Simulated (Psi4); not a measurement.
Process, species as SMILES: PP (P2H4) + [H][H] (H2) → 2 P (PH3)
B3LYP-D3(BJ)/def2-TZVP geometries, fixed; electronic energies without zero-point terms.

Basis-set convergence of the energy of full hydrogenation at HF with Psi4. Cartesian d functions, on some or all atoms, in 6-31G*, 6-31+G*; all else is spherical. Density fitting with the program's default auxiliary sets. Psi4's default fitting sets serve the pcseg sets less well. No added dispersion term, no relativity. Functions are those of the species that has most. Reference: the value in def2-QZVPPD, -11.10 kcal/mol. Deviations are taken from unrounded values.

```json
[
 {"basis": "6-31G*", "functions": "46", "energy of full hydrogenation (kcal/mol)": "-12.00"},
 {"basis": "6-31+G*", "functions": "54", "energy of full hydrogenation (kcal/mol)": "-12.27"},
 {"basis": "def2-SVP", "functions": "56", "energy of full hydrogenation (kcal/mol)": "-13.29"},
 {"basis": "def2-SVPD", "functions": "80", "energy of full hydrogenation (kcal/mol)": "-12.58"},
 {"basis": "pcseg-1", "functions": "56", "energy of full hydrogenation (kcal/mol)": "-12.97"},
 {"basis": "aug-pcseg-1", "functions": "90", "energy of full hydrogenation (kcal/mol)": "-12.02"},
 {"basis": "cc-pV(D+d)Z", "functions": "66", "energy of full hydrogenation (kcal/mol)": "-12.48"},
 {"basis": "aug-cc-pV(D+d)Z", "functions": "100", "energy of full hydrogenation (kcal/mol)": "-12.18"},
 {"basis": "6-311G**", "functions": "76", "energy of full hydrogenation (kcal/mol)": "-13.13"},
 {"basis": "6-311+G**", "functions": "84", "energy of full hydrogenation (kcal/mol)": "-12.98"},
 {"basis": "def2-TZVP", "functions": "98", "energy of full hydrogenation (kcal/mol)": "-11.16"},
 {"basis": "def2-TZVPD", "functions": "122", "energy of full hydrogenation (kcal/mol)": "-11.06"},
 {"basis": "pcseg-2", "functions": "124", "energy of full hydrogenation (kcal/mol)": "-11.65"},
 {"basis": "aug-pcseg-2", "functions": "192", "energy of full hydrogenation (kcal/mol)": "-11.10"},
 {"basis": "cc-pV(T+d)Z", "functions": "134", "energy of full hydrogenation (kcal/mol)": "-11.00"},
 {"basis": "aug-cc-pV(T+d)Z", "functions": "202", "energy of full hydrogenation (kcal/mol)": "-10.95"},
 {"basis": "def2-TZVPP", "functions": "140", "energy of full hydrogenation (kcal/mol)": "-11.15"},
 {"basis": "def2-TZVPPD", "functions": "164", "energy of full hydrogenation (kcal/mol)": "-11.09"},
 {"basis": "def2-QZVPP", "functions": "260", "energy of full hydrogenation (kcal/mol)": "-11.11"},
 {"basis": "def2-QZVPPD", "functions": "284", "energy of full hydrogenation (kcal/mol)": "-11.10"}
]
```

What the diffuse functions change, pair by pair:
- 6-31G* to 6-31+G*: 8 more functions, deviation -0.90 to -1.16 kcal/mol
- def2-SVP to def2-SVPD: 24 more functions, deviation -2.18 to -1.48 kcal/mol
- pcseg-1 to aug-pcseg-1: 34 more functions, deviation -1.86 to -0.92 kcal/mol
- cc-pV(D+d)Z to aug-cc-pV(D+d)Z: 34 more functions, deviation -1.38 to -1.08 kcal/mol
- 6-311G** to 6-311+G**: 8 more functions, deviation -2.02 to -1.88 kcal/mol
- def2-TZVP to def2-TZVPD: 24 more functions, deviation -0.06 to 0.05 kcal/mol
- pcseg-2 to aug-pcseg-2: 68 more functions, deviation -0.55 to 0.01 kcal/mol
- cc-pV(T+d)Z to aug-cc-pV(T+d)Z: 68 more functions, deviation 0.11 to 0.16 kcal/mol
- def2-TZVPP to def2-TZVPPD: 24 more functions, deviation -0.05 to 0.01 kcal/mol
- def2-QZVPP to def2-QZVPPD: 24 more functions, deviation -0.01 to 0.00 kcal/mol

Leaving out the reference's own pair, they bring the value nearer the reference by more than 0.01 kcal/mol in 7 of 9 pairs.
